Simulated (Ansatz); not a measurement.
Energy needed to pull apart SiH4O (SMILES O[SiH3]), closed shell, into free ground-state atoms, from the structure below (displaced at random from a GFN2-xTB minimum); no zero-point or spin–orbit terms; open-shell atoms are treated unrestricted, in their ground-state multiplicity.

O1  (0.630, -0.991, 0.459)
Si2  (-0.038, 0.427, -0.201)
H3  (0.069, -1.621, 0.927)
H4  (-1.101, 0.045, -1.169)
H5  (1.130, 1.017, -0.873)
H6  (-0.576, 1.202, 0.931)
(Å)

Computed with Ansatz 0.2.0 (basis: def2-TZVPP); correlated methods freeze the cores. B3LYP uses VWN-RPA correlation.

| method | atomization energy (eV) |
| --- | --- |
| PBE-D4 | ? |
| r2SCAN-D4 | 19.82 |
| PBE0-D4 | 19.47 |
| B3LYP-D4 | 19.87 |
| BHLYP-D4 | 19.41 |
| wB97M-V | ? |
| HF | 14.69 |
| MP2 | 19.59 |
| CCSD | 19.30 |
| CCSD(T) | 19.48 |

Task: What does PBE-D4 give? (An estimate is asked for; the value comes from the calculation.)

Result: Computed: 19.72 eV, which is about 0.24 eV more than CCSD(T)/def2-TZVPP.

Task: What does wB97M-V give? (An estimate is asked for; the value comes from the calculation.)

Result: By the calculation: 19.95 eV, which is about 0.46 eV more than CCSD(T)/def2-TZVPP.

In triple zeta the MP2 and coupled-cluster atomization energies are still short of their basis limit by a few kcal/mol a bond, whereas those of the functionals are nearly converged, so these differences are not deviations from converged CCSD(T).

The T1 diagnostic stays at or below 0.011.

For scale, one of the runs: CCSD(T)/def2-TZVPP forces, 129 basis functions (an equivalent command: `ansatz run in.yaml --threads 4`). Hardware: 4 CPU threads, shared host. Wall time 12 s; peak host memory 1.1 GiB.
